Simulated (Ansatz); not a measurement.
Compare A (`F[C@@H]1C=C[C@H]1F`) with its isomer B (`FC1=CC(F)C1`).

Gas-phase electronic energies from Ansatz, PBE0-D4/def2-TZVP geometries. CBS: MP2 limit from def2 TZ/QZ plus the TZ coupled-cluster correction, frozen cores. Functionals use def2-TZVPP. B3LYP here is the variant with VWN-RPA as its local correlation; programs differ in this.

**Question.** Which isomer does CCSD(T)/CBS put lower? Give the gap. (Best estimate.)

**Answer.** Ansatz gave: B, by 7.0 kJ/mol.

**Question.** Give E(B) − E(A) in kJ/mol with PBE0-D4, B2PLYP, B3LYP-D4, LDA (SPW92), PBE-D4, CCSD(T)/def2-TZVPP, CCSD(T)/def2-SVP. (An estimate is asked.)

**Answer.** Computed: PBE0-D4 -14.4, B2PLYP -9.4, B3LYP-D4 -10.0, LDA (SPW92) -21.3, PBE-D4 -16.3, CCSD(T)/def2-TZVPP -8.1, CCSD(T)/def2-SVP -9.1. None reverses the order clearly.

**Question.** Does the order hold for the free energy at 298.15 K (harmonic terms from PBE0-D4)? (Best estimate.)

**Answer.** The calculation gave: Yes: G(B) − G(A) = -8.5 kJ/mol.

Largest T1 diagnostic: 0.012.

Leaving LDA and LC-ωPBE aside and taking each functional with its dispersion term where it has one, the values, not all of them listed here, spread over 8.8 kJ/mol, from PBE-D4 to BHLYP-D4. LDA lies −5.0 kJ/mol from PBE without D4. In def2-TZVPP, CCSD(T) changes the Hartree–Fock value by −5.3 kJ/mol (the triples alone add −0.9 kJ/mol) and MP2 by −7.6 kJ/mol.
